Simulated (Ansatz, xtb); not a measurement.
**CH2N+: 4 structures ranked**

4 gas-phase structures of CH2N+, found in a search over its isomers (lower ones may exist). Each was relaxed with GFN2-xTB:

A. the triplet with the links of `[C]=[NH2+]`
B. `[C]=[NH2+]`, a singlet
C. a singlet given by its coordinates
D. `C#[NH+]`, a singlet

C (Å):

```xyz
4

C    -0.0123   -0.6357   -0.1740
N     0.1668   -1.0484   -1.2407
H     0.5300   -0.6387    0.8143
H    -0.8094   -0.0454    0.3608
```

Close contacts (Å): C1–N2 1.16, C1–H3 1.13, C1–H4 1.13.

**Question.** Which do you expect lowest at r2SCAN-D4/def2-SVP, and how would the others follow?

**Answer.** Calculated order at r2SCAN-D4/def2-SVP: D (0.0), B (238.0), C (338.3), A (398.5) kJ/mol.

Energies above the lowest of each column, in kJ/mol; the last columns are at PBE0-D4/def2-TZVP geometries and were run for some of them only (a dash: not run or not comparable):

```json
{"structure": "D", "GFN2-xTB": "0.0", "HF/STO-3G": "0.0", "r2SCAN-D4/def2-SVP": "0.0", "PBE0-D4/def2-TZVP": "0.0", "CCSD(T)/def2-TZVPP": "0.0"}
{"structure": "B", "GFN2-xTB": "268.4", "HF/STO-3G": "172.8", "r2SCAN-D4/def2-SVP": "238.0", "PBE0-D4/def2-TZVP": "217.9", "CCSD(T)/def2-TZVPP": "214.7"}
{"structure": "C", "GFN2-xTB": "257.4", "HF/STO-3G": "351.3", "r2SCAN-D4/def2-SVP": "338.3", "PBE0-D4/def2-TZVP": "relaxes to D", "CCSD(T)/def2-TZVPP": "–"}
{"structure": "A", "GFN2-xTB": "–", "HF/STO-3G": "233.4", "r2SCAN-D4/def2-SVP": "398.5", "PBE0-D4/def2-TZVP": "–", "CCSD(T)/def2-TZVPP": "–"}
```

Every level run on D puts it lowest or level with the lowest. Frequencies (PBE0-D4/def2-TZVP) were run for B, D alone. GFN2-xTB has no spin polarisation and isn't compared across spin states. Open shells are spin-unrestricted, some with notable spin contamination.

Programs: Ansatz 0.2.0, xtb 6.7.1.
